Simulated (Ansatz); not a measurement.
A calculation with Ansatz (development build ahead of 0.2.0).

```yaml
crystal:
  periodic: [false, false, false]
  atoms:
    - { symbol: C, position_ang: [0.80614, -0.50403, 0.53557] }
    - { symbol: C, position_ang: [0.19426, -0.60704, -0.87719] }
    - { symbol: C, position_ang: [-0.6253, 0.66381, -0.56913] }
    - { symbol: C, position_ang: [-0.36879, 0.41354, 0.93153] }
    - { symbol: H, position_ang: [1.75257, 0.04007, 0.52109] }
    - { symbol: H, position_ang: [0.94876, -1.42623, 1.10123] }
    - { symbol: H, position_ang: [-0.44805, -1.48451, -0.97536] }
    - { symbol: H, position_ang: [0.87446, -0.58314, -1.7301] }
    - { symbol: H, position_ang: [-1.66062, 0.70032, -0.91207] }
    - { symbol: H, position_ang: [-0.11674, 1.56357, -0.921] }
    - { symbol: H, position_ang: [-0.15431, 1.27533, 1.56519] }
    - { symbol: H, position_ang: [-1.18331, -0.1538, 1.38587] }
basis:
  gaussian: { orbitals: def2-SVP }
magnetization:
  spin_polarized: true
  initial_magnetization: 2
hamiltonian:
  xc: hf
correlation:
  method: mp2
  frozen_orbitals: { C: 1, H: 0 }
output:
  forces: true
```

The input is written out in the form of the current development build from the run's settings.

Results

```yaml
Converged: yes
Reference_energy: -155.62180 hartree
Correlation_energy: -0.56364 hartree
Total_energy: -156.18544 hartree
Spin_squared_of_the_determinant: 2.012
Stability_test: minimum
```

Forces (eV/Å):
```tsv
atom	Fx	Fy	Fz
C1	3.929	-0.722	4.100
C2	-8.263	3.388	2.868
C3	-1.443	-1.167	-5.230
C4	-0.068	-4.325	-1.702
H5	0.132	0.445	0.140
H6	0.018	-0.729	-0.223
H7	-0.697	-0.121	0.983
H8	4.106	1.387	-0.791
H9	-0.580	0.054	0.585
H10	0.932	0.613	0.167
H11	1.932	1.928	-0.254
H12	0.001	-0.751	-0.645
```

Caution: another spin multiplicity may lie lower; MP2 forces lie far from those of the mean fields; the determinant breaks the point group.
